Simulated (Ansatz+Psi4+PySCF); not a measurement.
**doublet CH5O: levels of theory in one basis**

```xyz
7

C    -1.2177    0.0010   -0.0032
O     1.2887   -0.1049    0.0078
H     0.0084   -0.1087   -0.0008
H    -1.5173   -0.2337    1.0157
H    -1.4225    1.0292   -0.2822
H    -1.5601   -0.7141   -0.7431
H     1.4230    0.8456    0.0058
```

Basis set: cc-pVTZ (spherical functions). Frozen core: 2 orbitals. Correlation on ROHF uses semicanonical orbitals with singles. Charge 0, multiplicity 2.

Computed with Ansatz (development build ahead of 0.2.0) and Psi4 1.11; each method stands on the lowest determinant of its kind that the runs found.

| method | E − E(ROHF) (eV) | <S²> of the determinant |
| --- | --- | --- |
| ROHF | 0.00 | 0.75 |
| UHF | -0.35 | 0.79 |
| ROHF-MP2 | -12.00 | – |
| UHF-MP2 | -11.96 | 0.79 |
| ROHF-CCSD | -12.81 | – |
| UHF-CCSD | -12.82 | 0.79 |
| ROHF-CCSD(T) | -13.23 | – |
| UHF-CCSD(T) | -13.23 | 0.79 |
